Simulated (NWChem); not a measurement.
## Spin states of Be (+1)

```xyz
1

Be     0.0000     0.0000     0.0000
```
Charge +1, spin multiplicity 2.

All runs are NWChem calculations.

Basis set: def2-TZVP. The gap is E(quartet) − E(doublet), so a negative value puts the higher spin lower. Open shells are unrestricted. The quartet is the single determinant that the SCF runs reached, with unpaired electrons in orbitals of symmetry ag and ag and b2u (D2h labels); it need not be the lowest quartet, which in molecules with degenerate π orbitals can need several determinants. Where the lowest doublet needs several determinants, the single determinant used here isn't a pure state and places it wrongly.

B3LYP has NWChem's definition, with VWN1-RPA local correlation. The stability of the SCF solutions was not checked.

Q: One of these methods gave a vertical doublet-quartet gap of 2709.7 kcal/mol. Which?
(A) M06-2X
(B) PBE
(C) CAM-B3LYP
(D) B3LYP

A: D, B3LYP. The others give 2684.5 (PBE), 2704.0 (CAM-B3LYP), 2715.5 (M06-2X).
